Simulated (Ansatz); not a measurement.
Process, species as SMILES: C#C (C2H2) → 2 C atom + 2 H atom
B3LYP-D3(BJ)/def2-TZVP geometries, fixed; electronic energies without zero-point terms.
Largest species:
```xyz
4

C      0.0000     0.0000    -0.5984
C      0.0000     0.0000     0.5984
H      0.0000     0.0000     1.6611
H      0.0000     0.0000    -1.6611
```

The atomisation energy at CCSD(T) with Ansatz (a quantum-chemistry and plane-wave program), in kcal/mol, split into its Hartree-Fock and correlation parts. Cores are frozen. Open shells are unrestricted. No added dispersion term, no relativity. Functions are those of the species that has most.

| basis | X | functions | Hartree-Fock | CCSD(T) |
|---|---|---|---|---|
| cc-pVDZ | 2 | 38 | 285.10 | 369.73 |
| cc-pVTZ | 3 | 88 | 293.13 | 392.94 |
| cc-pVQZ | 4 | 170 | 293.94 | 399.20 |

Worked estimate of the basis-set limit from each neighbouring pair, with Hartree-Fock from the larger set and the correlation part extrapolated as X^-3.
Correlation parts: X = 2: 84.63, X = 3: 99.81, X = 4: 105.26.
- (2,3): (27·(99.81) - 8·(84.63))/19 = 106.20; with Hartree-Fock 293.13 the estimate is 399.33 kcal/mol.
- (3,4): (64·(105.26) - 27·(99.81))/37 = 109.24; with Hartree-Fock 293.94 the estimate is 403.18 kcal/mol.
The last two estimates differ by 3.85 kcal/mol; the largest set lies 3.98 from the last. Over the last step Hartree-Fock moves by 0.81 and the correlation part by 5.45.
